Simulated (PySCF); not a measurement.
C₄H₁₂N₂.
SMILES with atom numbers: `[CH3:1][CH:2]([CH2:3][NH2:4])[CH2:5][NH2:6]`

Theory: PySCF 2.14.0, delta-SCF UKS SCAN, pcX-2 on the ionised atom, pcseg-1 elsewhere, spin-free X2C. Each binding energy is the total energy of the core-ionised species, with the hole localised on one atom, minus that of the ground state; both are solved self-consistently, so orbital relaxation is included.

Some binding energies are withheld.

| atom(s) | bonded to | level | binding energy (eV) |
| --- | --- | --- | --- |
| C1 | C and 3 H | C 1s | ? |
| C2 | 3 C and H | C 1s | 290.30 |
| C3/C5 | N, C and 2 H | C 1s | ? |
| N4/N6 | C and 2 H | N 1s | 404.93 |

Problem. Fill in C 1s for C3/C5.

Solution. 291.22 eV (sp3 carbon bound to nitrogen). The other listed C 1s value is that of C2; the shift against it is +0.92 eV.

Problem. Fill in C 1s for C1.

Solution. 290.20 eV (methyl carbon). The other listed C 1s value is that of C2; the shift against it is -0.10 eV.

The listed C 1s values span 1.02 eV, from C1 (bonded to C and 3 H) to C3/C5 (bonded to N, C and 2 H). The widest gap between neighbouring values is 0.92 eV, between 290.30 and 291.22 eV.

Problem. Which photon wavelength matches the C 1s of C3/C5 threshold?

Solution. λ = hc/E = 12398.42 eV Å / 291.22 eV = 42.574 Å.

Topologically equivalent atoms share the value of their first member; where this conformer doesn't relate them by symmetry, their own values could differ. One conformer (not necessarily the lowest) at the PBE0-D3(BJ)/def2-SVP geometry, without solvent, vibrations or thermal averaging.

The values belong to the conformer `[CH3:1][CH:2]([CH2:3][NH2:4])[CH2:5][NH2:6]`: C1–C2–C3–N4 60°, C1–C2–C5–N6 -59°, H–N4–C3–C2 -174°, H–N4–C3–C2 68°, H–N6–C5–C2 -56°, H–N6–C5–C2 62°.
